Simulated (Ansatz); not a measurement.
`[SiH3]` radical. The species carries charge 0 and has multiplicity 2. Geometry: relaxed with PBE0-D4/def2-TZVP.

```xyz
4

Si    0.095   -0.110    0.305
H     0.807   -0.928   -0.711
H     0.475    1.323    0.206
H    -1.377   -0.285    0.201
```

Problem. What is the dipole moment at ωB97M-V/def2-TZVPP? (Estimate.)

Solution. Ansatz gave: 0.16 D, with components (0.05, -0.05, 0.15) D in this frame, pointing from negative to positive charge.

Problem. And with PBE, r2SCAN, B3LYP? (An estimate is asked.)

Solution. The calculation gave: PBE 0.03 D, r2SCAN 0.06 D, B3LYP 0.07 D.

Problem. Give the Mulliken charges with ωB97M-V, B3LYP, r2SCAN in def2-TZVPP. (Best estimate.)

Solution. Computed: 
| atom | ωB97M-V | B3LYP | r2SCAN |
| --- | --- | --- | --- |
| Si1 | 0.02 | 0.12 | 0.14 |
| H2 | -0.01 | -0.04 | -0.05 |
| H3 | -0.01 | -0.04 | -0.05 |
| H4 | -0.01 | -0.04 | -0.05 |

B3LYP here is the variant with VWN-RPA as its local correlation; programs differ in this.
